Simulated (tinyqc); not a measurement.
Inside a calculation. Method: Hueckel theory of the pi electrons, for the molecule c1[cH-]cnn1 (SMILES; centres numbered as the heavy atoms are written). One step of it, computed by the program tinyqc.

Task: Energy, charges, bond orders. E = sum n x; q_r = z_r - P_rr; bond order p = P_rs; free valence = sqrt(3) - sum of p over the bonds of the atom.

x values: 2.241306  0.844208  0.780776  -1.280776  -1.585515

occupations: 2.000000  2.000000  2.000000  0.000000  0.000000

charge and bond-order matrix P:
```
           1C         2C         3C         4N         5N
1C   1.095126   0.663686  -0.147410  -0.314551   0.655591
2C   0.663686   1.162813   0.663686  -0.215097  -0.215097
3C  -0.147410   0.663686   1.095126   0.655591  -0.314551
4N  -0.314551  -0.215097   0.655591   1.323468   0.566003
5N   0.655591  -0.215097  -0.314551   0.566003   1.323468
```

Centres:
```
centre  z_r, pi electrons of the neutral centre         h
1C                                            1  0.000000
2C                                            1  0.000000
3C                                            1  0.000000
4N                                            1  0.500000
5N                                            1  0.500000
```

Bonds:
```
i  j         k
1  2         1
2  3         1
3  4         1
4  5  1.000000
5  1  1.000000
```

Give: pi energy = 6 alpha + this times beta; pi charges; Bond orders and lengths from R = 1.517 - 0.180 p; free valence of the carbons; gap between the highest filled and the next level.

Result:

pi energy = 6 alpha + this times beta = 7.7326

pi charges: 1C -0.0951, 2C -0.1628, 3C -0.0951, 4N -0.3235, 5N -0.3235

Bond orders and lengths from R = 1.517 - 0.180 p (angstrom, C-C alone):
```
bond       p       R
1-2   0.6637  1.3975
2-3   0.6637  1.3975
3-4   0.6556       -
4-5   0.5660       -
5-1   0.6556       -
```

free valence of the carbons: 1C 0.4128, 2C 0.4047, 3C 0.4128

gap between the highest filled and the next level = 2.0616 |beta|
